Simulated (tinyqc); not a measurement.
Inside a calculation. Method: coupled-perturbed Hartree-Fock on RHF in the sto-3g basis, for H2O, spin multiplicity 1. One step of it, computed by the program tinyqc.

Problem. Response to a field: uncoupled start. Field along z; U_ai = -mu_ai / (e_a - e_i), alpha = -4 sum U_ai mu_ai.

orbital energies (hartree): MO1 -20.266057, MO2 -1.184822, MO3 -0.524203, MO4 -0.414591, MO5 -0.384272, MO6 0.411980, MO7 0.538459

dipole integrals <a|z|i> (bohr):
```
,i1,i2,i3,i4,i5
a6,0.044234,0.001927,0.000000,-0.587753,0.000000
a7,0.000000,0.000000,-0.691588,0.000000,0.000000
```

Give: uncoupled U; uncoupled polarisability.

Solution.

uncoupled U:
```
,i1,i2,i3,i4,i5
a6,-0.0021,-0.0012,0.0000,0.7111,0.0000
a7,0.0000,0.0000,0.6508,0.0000,0.0000
```

uncoupled polarisability = 3.4725 bohr^3
